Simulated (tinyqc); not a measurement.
Worked calculation: coupled-perturbed Hartree-Fock on RHF in the sto-6g basis, for NH3, spin multiplicity 1. One step of it, computed by the program tinyqc.

Task: Orthogonalisation. S = U s U^T; symmetric (Loewdin) form X = U s^(-1/2) U^T, so that X^T S X = 1.

overlap S, lower triangle:
```
           1N 1s     1N 2s     1N 2px     1N 2py     1N 2pz     2H 1s     3H 1s     4H 1s
1N 1s   1.000000
1N 2s   0.229416  1.000000
1N 2px  0.000000  0.000000   1.000000
1N 2py  0.000000  0.000000   0.000000   1.000000
1N 2pz  0.000000  0.000000   0.000000   0.000000   1.000000
2H 1s   0.050188  0.447626   0.395892   0.000000  -0.109886  1.000000
3H 1s   0.050194  0.447655  -0.197964   0.342861  -0.109896  0.158698  1.000000
4H 1s   0.050194  0.447655  -0.197964  -0.342861  -0.109896  0.158698  0.158720  1.000000
```

Give: eigenvalues of S; X.

Result:

eigenvalues of S: 0.3235  0.4293  0.4293  0.9352  1.0428  1.4120  1.4120  2.0160

X, lower triangle:
```
          1N 1s    1N 2s   1N 2px   1N 2py  1N 2pz    2H 1s    3H 1s   4H 1s
1N 1s    1.0233
1N 2s   -0.1448   1.3206
1N 2px   0.0000   0.0000   1.1286
1N 2py   0.0000   0.0000   0.0000   1.1286
1N 2pz   0.0063  -0.0723   0.0000   0.0000  1.0174
2H 1s    0.0196  -0.2784  -0.2758   0.0000  0.0673   1.1976
3H 1s    0.0196  -0.2785   0.1379  -0.2389  0.0673  -0.0415   1.1977
4H 1s    0.0196  -0.2785   0.1379   0.2389  0.0673  -0.0415  -0.0415  1.1977
```
